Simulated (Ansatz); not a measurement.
Mulliken charges of C3H4N2 (`N=C1CC1=N`) from r2SCAN/def2-TZVPP in Ansatz (PBE0-D4/def2-TZVP geometry).

| atom | x (Å) | y (Å) | z (Å) | charge (e) |
| --- | --- | --- | --- | --- |
| N1 | -0.157 | 0.357 | -1.928 | -0.253 |
| C2 | 0.018 | 0.024 | -0.731 | 0.013 |
| C3 | 0.664 | -0.995 | 0.145 | 0.007 |
| C4 | -0.119 | 0.146 | 0.700 | 0.013 |
| N5 | -0.511 | 0.673 | 1.769 | -0.253 |
| H6 | -0.722 | 1.207 | -1.985 | 0.166 |
| H7 | 0.227 | -1.992 | 0.189 | 0.071 |
| H8 | 1.749 | -0.978 | 0.248 | 0.071 |
| H9 | -1.062 | 1.512 | 1.576 | 0.166 |

Question: By hand: the dipole of these point charges (1 e Å = 4.8032 D).

Answer: Σ q r = (0.016, -0.025, 0.004) e Å, of length 0.030 e Å = 0.14 D.

Question: How does the dipole of the full density compare? (Estimate.)

Answer: The calculation gave: (-0.098, 0.148, -0.022) e Å, 0.86 D; the point charges give 0.16 times that, at 179° from its direction, so they point the opposite way.

Point charges leave out the atoms' own dipoles, such as those of lone pairs, and Mulliken's split depends on the basis, so the two needn't agree.
